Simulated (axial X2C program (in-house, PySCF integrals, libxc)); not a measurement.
## Testing model relations on CS

A bond curve at the CCSD(T) level, with spin–orbit coupling, was computed with an in-house relativistic program for diatomic molecules (basis S dyall-av3z [9s8p3d2f], C dyall-v3z [7s6p2d1f] (cores contracted in-house)) for the state Ω = 0 (closed shell). Its fit gives Re = 1.5484 Å, ωe = 1271.2 cm⁻¹, ωexe = 6.32 cm⁻¹ and αe = 5.749e-03 cm⁻¹; the masses are 31.9721 and 12.0000 u. Two-component means X2C with spin–orbit coupling and atomic mean-field Coulomb and Gaunt terms.

Correlated methods: 10 electrons correlated (number of frozen shells: S 2 s, 1 p; C 1 s), 172 virtual spin orbitals or spinors in MP2, 90 natural virtuals in coupled cluster.

Find the reduced mass, Be and the force constant.

From the CCSD(T) values: μ = 8.7252 u. Be = 16.8576/(μ Re²) = 0.8059 cm⁻¹. k = 5.8918×10⁻⁷ μ ωe² = 8.31 mdyn/Å.

Give B0, the J = 1←0 line in GHz and the most populated J at 300 K (kT = 208.5 cm⁻¹).

B0 = Be − αe/2 = 0.803 cm⁻¹; 2B0 = 48.15 GHz; J(max) ≈ √(kT/2B0) − 1/2 = 10.9, so J = 11.

Estimate De from a Morse curve and compare with the computed well depth of 7.093 eV to S + C.

De(Morse) = ωe²/(4ωexe) = 7.925 eV against 7.093 eV computed, a ratio of 1.12. For De the Morse form works well here.

Where do the fundamental and the first overtone lie?

ν(1←0) = ωe − 2ωexe = 1258.6 cm⁻¹; ν(2←0) = 2ωe − 6ωexe = 2504.5 cm⁻¹.

A Morse curve ties αe to the other constants (Pekeris). How well does that hold?

αe(Morse) = 6Be²/ωe × (√(ωexe/Be) − 1) = 5.519e-03 cm⁻¹; the CCSD(T) curve gives 5.749e-03 cm⁻¹, a ratio of 0.96.

One determinant describes the state; a PBE0 search over occupations chose it and may have missed a lower one. De is counted from the lowest determinant-based energies of the atoms at the same level, without counterpoise correction. Coupled cluster ran in a truncated set of natural virtual spinors; the MP2 energy of the rest was added. (T) has no such correction and the atoms are truncated less, which lowers De at CCSD(T) by a hundredth of an eV or more. The 2c atoms are single determinants rather than J levels; their spin–orbit lowering is only partly caught, and De is too large by that part. This holds for CCSD(T).
